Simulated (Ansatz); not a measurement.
## Predicting a hybrid from its neighbours: [BH3]−

[BH3]− has 4 atoms, charge -1, and is taken as a doublet. SMILES: `[BH3-]`. The shape is that of a GFN2-xTB optimisation.

The vertical energy of the quartet above the doublet y, in eV, basis 6-31G(d); a is the functional's share of exact exchange. Programs: Ansatz 0.2.0.

| functional | program | a | y (eV) |
| --- | --- | --- | --- |
| UPBE | Ansatz | 0 | 9.29 |
| UBLYP | Ansatz | 0 | 9.48 |
| UB3LYP | Ansatz | 0.2 | 9.65 |
| UPBE0 | Ansatz | 0.25 | ? |
| U-r2SCAN0 | Ansatz | 0.25 | 9.50 |
| UBHLYP | Ansatz | 0.5 | 9.86 |

Task: Fit y = c + s·a to the known rows and predict UPBE0.

Result: 
1. Means of the 5 rows: a = 0.1900, y = 9.556.
2. Σ(Δa)² = 0.172, Σ(Δa·Δy) = 0.1568, so the slope is 0.1568/0.172 = 0.91163.
3. Intercept: 9.556 − (0.91163) × 0.1900 = 9.383. The largest residual of the fit is 0.11.
4. UPBE0: 9.383 + (0.91163) × 0.25 = 9.61 eV.

The run gave 9.47 eV, so the prediction is off by +0.14 eV, about the scatter of the fit. The rows mix families of semi-local functionals, which the line can't see.
